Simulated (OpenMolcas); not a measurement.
CO at 1.130 Å: OpenMolcas input and output

Input (each module block was a call of its own in one work directory; start orbitals came from a preliminary run):

```
&GATEWAY
Coord
2
angstrom
O 0.0 0.0 0.0
C 0.0 0.0 1.1300
Basis=ANO-RCC-VTZP
Group=XY
RX2C
AMFI
ANGMom
0.0 0.0 0.0
RICD
&SEWARD
&GUESSORB
&RASSCF
FileOrb=$CurrDir/o11.orb
Symmetry=1
Spin=1
nActEl=8 0 0
Inactive=3 0
RAS2=3 4
CIRoot=1 1 1
Linear
Iterations=120 100
OrbListing=Nothing
PRWF=0.15
>>COPY $Project.RasOrb $CurrDir/o11.orb
>>COPY $Project.rasscf.h5 $CurrDir/r11.h5
&CASPT2
XMultistate=all
Imaginary=0.2
IPEA=0.25
MaxIter=40
>>COPY $Project.JobMix JOB001
&RASSCF
FileOrb=$CurrDir/o32.orb
Symmetry=2
Spin=3
nActEl=8 0 0
Inactive=3 0
RAS2=3 4
CIRoot=2 2 1
Linear
Iterations=120 100
OrbListing=Nothing
PRWF=0.15
>>COPY $Project.RasOrb $CurrDir/o32.orb
>>COPY $Project.rasscf.h5 $CurrDir/r32.h5
&CASPT2
XMultistate=all
Imaginary=0.2
IPEA=0.25
MaxIter=40
>>COPY $Project.JobMix JOB002
&RASSCF
FileOrb=$CurrDir/o31.orb
Symmetry=1
Spin=3
nActEl=8 0 0
Inactive=3 0
RAS2=3 4
CIRoot=3 3 1
Linear
Iterations=120 100
OrbListing=Nothing
PRWF=0.15
>>COPY $Project.RasOrb $CurrDir/o31.orb
>>COPY $Project.rasscf.h5 $CurrDir/r31.h5
&CASPT2
XMultistate=all
Imaginary=0.2
IPEA=0.25
MaxIter=40
>>COPY $Project.JobMix JOB003
```

```bash
pymolcas m.inp
```

RASSCF and CASPT2 output of these blocks, in excerpt:

```
++    Wave function specifications:
      Number of closed shell electrons           6
      Number of electrons in active shells       8
      Number of inactive orbitals                3
      Number of active orbitals                  7
      Number of secondary orbitals              50
      Spin quantum number                      0.0
      State symmetry                             1
++    Orbital specifications:
      Symmetry species                           1   2
                                                 a   b
      Frozen orbitals                            0   0
      Inactive orbitals                          3   0
      Active orbitals                            3   4
      RAS2 orbitals                              3   4
      Secondary orbitals                        26  24
      Number of basis functions                 32  28
      printout of CI-coefficients larger than  0.15 for root  1
      energy=    -112.983656
      conf/sym  111 2222     Coeff  Weight
           130  022 0022   0.97143 0.94369
      Natural orbitals and occupation numbers for root  1
      sym 1:   0.019388   1.991227   1.981294
      sym 2:   0.048492   0.048492   1.955553   1.955553
      RASSCF energy for state  1                   -112.98365592
::    RASSCF root number  1 Total energy:   -112.98365592
      Von Neumann Entropy (Root   1) =  0.40821
++    Wave function specifications:
      Number of closed shell electrons           2
      Number of electrons in active shells       8
      Number of inactive orbitals                1
      Number of active orbitals                  7
      Number of secondary orbitals              50
      Spin quantum number                      0.0
      State symmetry                             1
      Number of CSFs                           254
      Number of CASSCF root(s) available         1
      CASPT2 state passed to geometry opt.       1
      A file JOBMIX will be created
      This is a CASSCF or RASSCF reference function
  FINAL CASPT2 RESULT:
      Reference energy:        -112.9836559164
      E2 (Non-variational):      -0.2197767537
      Shift correction:          -0.0005844634
      E2 (Variational):          -0.2203612171
      Total energy:            -113.2040171335
      Reference weight:           0.95154
++    Wave function specifications:
      Number of closed shell electrons           6
      Number of electrons in active shells       8
      Number of inactive orbitals                3
      Number of active orbitals                  7
      Number of secondary orbitals              50
      Spin quantum number                      1.0
      State symmetry                             2
      printout of CI-coefficients larger than  0.15 for root  1
      energy=    -112.728112
      conf/sym  111 2222     Coeff  Weight
           222  02u u022  -0.79580 0.63329
           273  02u 0u22  -0.54497 0.29699
      printout of CI-coefficients larger than  0.15 for root  2
      energy=    -112.728112
      conf/sym  111 2222     Coeff  Weight
           222  02u u022  -0.54497 0.29699
           273  02u 0u22   0.79580 0.63329
      Natural orbitals and occupation numbers for root  1
      sym 1:   0.016531   1.980178   1.002535
      sym 2:   1.014961   0.075537   1.984210   1.926048
      Natural orbitals and occupation numbers for root  2
      sym 1:   0.016531   1.980178   1.002535
      sym 2:   0.075537   1.014961   1.926048   1.984210
      RASSCF energy for state  2                   -112.72811189
::    RASSCF root number  1 Total energy:   -112.72811190
::    RASSCF root number  2 Total energy:   -112.72811189
      Von Neumann Entropy (Root   1) =  1.30967
++    Wave function specifications:
      Number of closed shell electrons           2
      Number of electrons in active shells       8
      Number of inactive orbitals                1
      Number of active orbitals                  7
      Number of secondary orbitals              50
      Spin quantum number                      1.0
      State symmetry                             2
      Number of CSFs                           300
      Number of CASSCF root(s) available         2
      CASPT2 state passed to geometry opt.       2
      A file JOBMIX will be created
      This is a MULTI-STATE CASSCF reference
      Number of CI roots used                    2
      These are:                                 1   2
      Off-diagonal elements of Heff are computed
  FINAL CASPT2 RESULT:
      Reference energy:        -112.7281118950
      E2 (Non-variational):      -0.2507867426
      Shift correction:          -0.0012041549
      E2 (Variational):          -0.2519908975
      Total energy:            -112.9801027925
      Reference weight:           0.93869
  FINAL CASPT2 RESULT:
      Reference energy:        -112.7281118939
      E2 (Non-variational):      -0.2507867429
      Shift correction:          -0.0012041549
      E2 (Variational):          -0.2519908978
      Total energy:            -112.9801027917
      Reference weight:           0.93869
       Total XMS-CASPT2 energies:
::    XMS-CASPT2 Root  1     Total energy:   -112.98010279
::    XMS-CASPT2 Root  2     Total energy:   -112.98010279
++    Wave function specifications:
      Number of closed shell electrons           6
      Number of electrons in active shells       8
      Number of inactive orbitals                3
      Number of active orbitals                  7
      Number of secondary orbitals              50
      Spin quantum number                      1.0
      State symmetry                             1
      printout of CI-coefficients larger than  0.15 for root  1
      energy=    -112.649210
      conf/sym  111 2222     Coeff  Weight
           105  022 u0u2   0.69527 0.48340
           149  022 0u2u  -0.69527 0.48340
      printout of CI-coefficients larger than  0.15 for root  2
      energy=    -112.614084
      conf/sym  111 2222     Coeff  Weight
           105  022 u0u2  -0.69151 0.47818
           149  022 0u2u  -0.69151 0.47818
      printout of CI-coefficients larger than  0.15 for root  3
      energy=    -112.614084
      conf/sym  111 2222     Coeff  Weight
           102  022 u02u   0.69151 0.47818
           150  022 0uu2  -0.69151 0.47818
      Natural orbitals and occupation numbers for root  1
      sym 1:   0.016714   1.985472   1.976297
      sym 2:   0.521700   0.521700   1.489059   1.489059
      Natural orbitals and occupation numbers for root  2
      sym 1:   0.014351   1.987677   1.973696
      sym 2:   0.519721   0.519721   1.492417   1.492417
      Natural orbitals and occupation numbers for root  3
      sym 1:   0.014351   1.987677   1.973696
      sym 2:   0.519721   0.519721   1.492416   1.492417
      RASSCF energy for state  3                   -112.61408367
::    RASSCF root number  1 Total energy:   -112.64920977
::    RASSCF root number  2 Total energy:   -112.61408367
::    RASSCF root number  3 Total energy:   -112.61408367
      Von Neumann Entropy (Root   1) =  1.73029
++    Wave function specifications:
      Number of closed shell electrons           2
      Number of electrons in active shells       8
      Number of inactive orbitals                1
      Number of active orbitals                  7
      Number of secondary orbitals              50
      Spin quantum number                      1.0
      State symmetry                             1
      Number of CSFs                           288
      Number of CASSCF root(s) available         3
      CASPT2 state passed to geometry opt.       3
      A file JOBMIX will be created
      This is a MULTI-STATE CASSCF reference
      Number of CI roots used                    3
      These are:                                 1   2   3
      Off-diagonal elements of Heff are computed
  FINAL CASPT2 RESULT:
      Reference energy:        -112.6492097707
      E2 (Non-variational):      -0.2448847974
      Shift correction:          -0.0008903498
      E2 (Variational):          -0.2457751472
      Total energy:            -112.8949849179
      Reference weight:           0.94151
  FINAL CASPT2 RESULT:
      Reference energy:        -112.6140836734
      E2 (Non-variational):      -0.2483465316
      Shift correction:          -0.0009105010
      E2 (Variational):          -0.2492570326
      Total energy:            -112.8633407060
      Reference weight:           0.94118
  FINAL CASPT2 RESULT:
      Reference energy:        -112.6140836734
      E2 (Non-variational):      -0.2483660718
      Shift correction:          -0.0009124387
      E2 (Variational):          -0.2492785105
      Total energy:            -112.8633621840
      Reference weight:           0.94112
       Total XMS-CASPT2 energies:
::    XMS-CASPT2 Root  1     Total energy:   -112.89498492
::    XMS-CASPT2 Root  2     Total energy:   -112.86336223
::    XMS-CASPT2 Root  3     Total energy:   -112.86334066
++    Wave function specifications:
      Number of closed shell electrons           6
      Number of electrons in active shells       8
      Number of inactive orbitals                3
      Number of active orbitals                  7
      Number of secondary orbitals              50
      Spin quantum number                      0.0
      State symmetry                             2
      printout of CI-coefficients larger than  0.15 for root  1
      energy=    -112.626810
      conf/sym  111 2222     Coeff  Weight
           159  02u d022  -0.96071 0.92296
      printout of CI-coefficients larger than  0.15 for root  2
      energy=    -112.626810
      conf/sym  111 2222     Coeff  Weight
           160  02u 0d22   0.96071 0.92296
      Natural orbitals and occupation numbers for root  1
      sym 1:   0.020732   1.956103   1.020169
      sym 2:   1.029484   0.063798   1.968316   1.941398
      Natural orbitals and occupation numbers for root  2
      sym 1:   0.020732   1.956103   1.020169
      sym 2:   0.063798   1.029484   1.941398   1.968316
      RASSCF energy for state  2                   -112.62680966
::    RASSCF root number  1 Total energy:   -112.62680966
::    RASSCF root number  2 Total energy:   -112.62680966
      Von Neumann Entropy (Root   1) =  1.31107
++    Wave function specifications:
      Number of closed shell electrons           2
      Number of electrons in active shells       8
      Number of inactive orbitals                1
      Number of active orbitals                  7
      Number of secondary orbitals              50
      Spin quantum number                      0.0
      State symmetry                             2
      Number of CSFs                           236
      Number of CASSCF root(s) available         2
      CASPT2 state passed to geometry opt.       2
      A file JOBMIX will be created
      This is a MULTI-STATE CASSCF reference
      Number of CI roots used                    2
      These are:                                 1   2
      Off-diagonal elements of Heff are computed
  FINAL CASPT2 RESULT:
      Reference energy:        -112.6268096623
      E2 (Non-variational):      -0.2668230250
      Shift correction:          -0.0016031965
      E2 (Variational):          -0.2684262215
      Total energy:            -112.8952358838
      Reference weight:           0.93009
  FINAL CASPT2 RESULT:
      Reference energy:        -112.6268096613
      E2 (Non-variational):      -0.2668230417
      Shift correction:          -0.0016031967
      E2 (Variational):          -0.2684262384
      Total energy:            -112.8952358996
      Reference weight:           0.93009
       Total XMS-CASPT2 energies:
::    XMS-CASPT2 Root  1     Total energy:   -112.89523590
::    XMS-CASPT2 Root  2     Total energy:   -112.89523588
```

Only roots inside an energy window near the equilibrium distance were included, so the list of states is not complete; labels number the states computed. Each spin and symmetry block has orbitals of its own, averaged over its own roots, so gaps between blocks are less sure than gaps within one and near the minimum can be off by tenths of an eV, in bad cases by more. No Rydberg orbitals are active, so Rydberg states, and σ→σ* states whose orbital the CASSCF left unused, can be missing between those listed. CASPT2 splits the two components of degenerate states numerically, here by up to 5 cm⁻¹.
